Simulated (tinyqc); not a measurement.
Inside a calculation. Method: Born-Oppenheimer dynamics on the PBE/sto-3g surface (energies and gradients from PySCF), for H2O, spin multiplicity 1. Computed by tinyqc, a small Python program that keeps every step (integrals from PySCF). Settings: charge = 0, multiplicity = 1, basis = sto-3g, functional = pbe,pbe, time step (fs) = 1.0, steps = 16. Command: `OMP_NUM_THREADS=1 python tinyqc.py 25680 25681 out.jsonl` (the two numbers bound the seeds that draw the settings). One thread of a shared host (Intel(R) Xeon(R) Processor @ 2.60GHz), about 7 s of CPU time with the checks.

positions (bohr):
```
         x        y       z
1O  0.0189  -0.0057  0.0605
2H  0.0076   1.4853  0.8617
3H  0.0246  -1.4891  0.9316
```

The total energy should stay constant up to terms of order dt^2; the step counts as short enough if it moves by less than 2 % of the largest kinetic energy.

Trajectory:
```
time (fs)  1O-2H (angstrom)  potential (hartree)  kinetic (hartree)  total (hartree)
0.0000               0.8957           -75.186795           0.004338       -75.182457
1.0000               0.9295           -75.197622           0.012355       -75.185267
2.0000               1.0163           -75.213031           0.026826       -75.186205
3.0000               1.1072           -75.212161           0.026887       -75.185274
4.0000               1.1743           -75.205648           0.021059       -75.184589
5.0000               1.2048           -75.203978           0.019643       -75.184335
6.0000               1.1946           -75.211211           0.026675       -75.184536
7.0000               1.1453           -75.223993           0.038600       -75.185393
8.0000               1.0673           -75.229231           0.042444       -75.186787
9.0000               0.9855           -75.209957           0.023814       -75.186143
10.0000              0.9431           -75.183503           0.001126       -75.182377
11.0000              0.9726           -75.197465           0.012654       -75.184810
12.0000              1.0522           -75.223094           0.036185       -75.186908
13.0000              1.1365           -75.225352           0.039553       -75.185799
14.0000              1.1958           -75.214673           0.029929       -75.184744
15.0000              1.2172           -75.206373           0.021994       -75.184380
16.0000              1.1972           -75.206348           0.021829       -75.184518
```

Is the time step short enough?

No. The total energy moves within 4.5e-03 hartree; that is over 2 % of the largest kinetic energy, so the time step is too long.
